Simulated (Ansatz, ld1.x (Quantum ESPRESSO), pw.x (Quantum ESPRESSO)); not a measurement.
From atom to crystal: PAW potential for B

- Element: boron
- Generator: ld1.x (Quantum ESPRESSO) 7.5
- Type: PAW
- Functional: LDA (PW92)
- Relativity: scalar-relativistic
- Frozen core: [He]
- Valence charge: 3
- Reference configuration: 2s2 2p1
- Partial waves: 2s (bound): rcut 1.65, rcutus 1.85 bohr; 2s channel at -0.2 Ry: rcut 1.65, rcutus 1.85 bohr; 2p (bound): rcut 3.85, rcutus 4.45 bohr; 2p channel at 0.6 Ry: rcut 3.85, rcutus 4.45 bohr; 3d channel at 0.35 Ry: rcut 3.65, rcutus 4.25 bohr
- Local potential: all-electron potential smoothed inside 1.85 bohr (lloc = -2)
- Core correction: Bessel-smoothed model core inside 1.00 bohr
- Augmentation charge: BG, radius 1.85 bohr

Atomic tests: cutoffs needed: 6 Ry and 10 Ry (the cutoffs (Ry, on a coarse ladder) from which the occupation-weighted sum of valence levels, in a spherical-Bessel basis at the reference potential, stays within 10 and 1 mRy of its value at 400 Ry); ghost test: no extra level below or beside the all-electron valence levels (s, p, d, f tested) (spherical-Bessel basis up to 400 Ry, 20 bohr box); configuration tests: test run stopped at test 1 of 9 (negative rho).

Crystal test: diamond B in pw.x 7.5, no spin, 11³ k-points, Fermi–Dirac smearing 0.01 Ry, cutoffs 40/320 Ry. The reference is all-electron LAPW (Ansatz 0.2.0) with the same functional, mesh and smearing; V0 and B0 come from Birch–Murnaghan fits to the pressures at five volumes. Errors are pseudo minus all-electron; Δ is the rms difference of the E(V) curves that follow from these fits, minima aligned, over ±6 % about the mean V0. Mesh and smearing are coarse, so the numbers serve the comparison and aren't converged zero-temperature values; the lattice is a test structure that the element need not adopt.

All-electron: a0 = 4.003 Å (V0 = 8.02 Å³/atom), B0 = 189.6 GPa.

Task: How far does the potential miss the all-electron equation of state?

Result: converged, but broken (pressure over 100 GPa off). The pressure does not cross zero within the volumes sampled, so no fit is given. The largest radius (4.45 bohr) exceeds half the bond length (1.64 bohr), so the spheres overlap, which is one possible source of error among others. The pseudo pressure rises with volume over the whole range, a mechanical instability. Atomic configuration tests: test run stopped at test 1 of 9 (negative rho). A pressure error of this size marks a broken potential; the numbers have no physical meaning.

```csv
V (Å³/atom),P all-electron (GPa),P pseudo (GPa)
7.621,10.51,832514.00
7.821,4.90,852507.08
8.022,-0.11,853425.88
8.223,-4.58,866413.02
8.423,-8.58,878690.40
```

Task: At the middle volume, how do free energy and pressure move when the wave cutoff is lowered (ecutrho held at 320 Ry)?

Result:

```json
{"cutoff (Ry)": "18", "shift of F (meV/atom)": "+151171.6", "shift of P (GPa)": "-8999.57"}
{"cutoff (Ry)": "24", "shift of F (meV/atom)": "+111942.8", "shift of P (GPa)": "-8623.47"}
{"cutoff (Ry)": "32", "shift of F (meV/atom)": "+11499.1", "shift of P (GPa)": "-2744.81"}
```

The run at the middle volume (56 k-points, 27 iterations) took about 47 s on one core of a shared host (Neoverse-V2, 192 threads, 742 GiB, load 23).
